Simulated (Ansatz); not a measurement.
Basis-set extrapolation for `C=CC[NH]` radical (PBE0-D4/def2-TZVP geometry, frozen core, the Gaussian-basis code of Ansatz). Multiplicity 2, UHF reference.

```csv
,def2-TZVPP,def2-QZVPP
HF,-171.542189,-171.550205
MP2 correlation,-0.665230,-0.710030
CCSD(T) correlation,-0.738534,not run
```

Energies in hartree. Use E(X) = E(∞) + A·exp(−7.88·√X) for Hartree–Fock and E(X) = E(∞) + B·X^(−2.97) for correlation, with X = 3 and 4, and add CCSD(T) minus MP2 of the smaller set to the MP2 limit.

Problem. What is the CCSD(T) energy at the basis-set limit?

Solution. HF limit: -171.550205 + (-0.008016) × 0.13774 = -171.55131. MP2 limit: -0.710030 + (-0.044800) × 0.74074 = -0.74322. Higher-order term: -0.738534 − (-0.665230) = -0.07330. Total: -172.36783 hartree, 228.7 kJ/mol below CCSD(T)/def2-TZVPP.
